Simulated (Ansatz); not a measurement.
Input for Ansatz (a first-principles code): R-SVWN5/def2-TZVPPD on C2H2 (SMILES C#C). Files ending in .json are basis or fitting sets from the Basis Set Exchange.

Ansatz 0.2 input:
```yaml
crystal:
  periodic: [false, false, false]
  atoms:
    - {symbol: C, position_ang: [0.00000000, 0.00000000, 2.90050300]}
    - {symbol: C, position_ang: [0.00000000, 0.00000000, 1.69324000]}
    - {symbol: H, position_ang: [0.00000000, 0.00000000, 0.62735200]}
    - {symbol: H, position_ang: [0.00000000, 0.00000000, 3.96392900]}
basis:
  gaussian:
    orbitals: def2-TZVPPD.json
hamiltonian:
  xc: {name: SVWN5}
scf: {lower_state_search: off}
```

Question: Give the final energy of this run.

Answer: -76.6241 hartree.
